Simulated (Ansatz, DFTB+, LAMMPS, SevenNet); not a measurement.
# How well does each level of theory give the longitudinal phonon frequency at X of fcc Cu?

Reference value: 240 cm⁻¹ (measured, temperature not stated, no zero-point or thermal correction; as tabulated in He et al. (2014), arXiv:1309.4805).

Problem. What do EAM Cu_mishin1.eam.alloy, GFN1-xTB as cut by DFTB+, SevenNet-0, LDA, BLYP, PBE, PBEsol, revPBE, RPBE, PBE-D3(BJ), r²SCAN, r²SCAN+rVV10 give, and how far is each from the reference?

Solution. 
```csv
level (code),value (cm⁻¹),cell (Å³/atom),difference (%)
EAM Cu_mishin1.eam.alloy (LAMMPS),261,11.81,+8.8
GFN1-xTB as cut by DFTB+,152,13.63,-37
SevenNet-0,231,11.79,-3.8
LDA (Ansatz),269,10.89,+12.1
BLYP (Ansatz),205,12.69,-14.6
PBE (Ansatz),238,11.95,-0.8
PBEsol (Ansatz),258,11.31,+7.5
revPBE (Ansatz),229,12.26,-4.6
RPBE (Ansatz),226,12.38,-5.8
PBE-D3(BJ) (Ansatz),270,11.31,+12.5
r²SCAN (Ansatz),254,11.44,+5.8
r²SCAN+rVV10 (Ansatz),262,11.29,+9.2
```

Once the reference is moved by up to 3.0 % (a margin picked here for doubts on the reference and the settings, and for temperature and zero-point motion) and values within 1.0 % count as equal, the nearest can be PBE (-0.8 %), SevenNet-0 (-3.8 %), revPBE (-4.6 %) or r²SCAN (+5.8 %). Farthest off among them: GFN1-xTB as cut by DFTB+ (-37 %).

The measured value isn't corrected to a static lattice, so vibrations enter the comparison.  GFN1-xTB as cut by DFTB+: the method was fitted mainly to molecules. GFN1-xTB as cut by DFTB+: codes differ in how they cut the long-range tail of xTB's charge interaction in a crystal, so the value belongs to this code. PBE-D3(BJ): the dispersion coefficients are held fixed in the derivatives. Each level is taken at its own relaxed cell. Cutoffs differ between the levels. Ansatz's density-functional and Hartree–Fock values are scalar-relativistic unless marked +SOC, with PAW data made under PBE.

Empirical potentials (EAM Cu_mishin1.eam.alloy) are fitted to chosen data: where that held the value shown, agreement is built in, and what lay outside the fit can be far off. Machine-learned potentials (SevenNet-0) are trained on DFT data: a solid inside that data is no test of them.

Differences are worked out from the printed values.

Ansatz is a program for electronic structure.
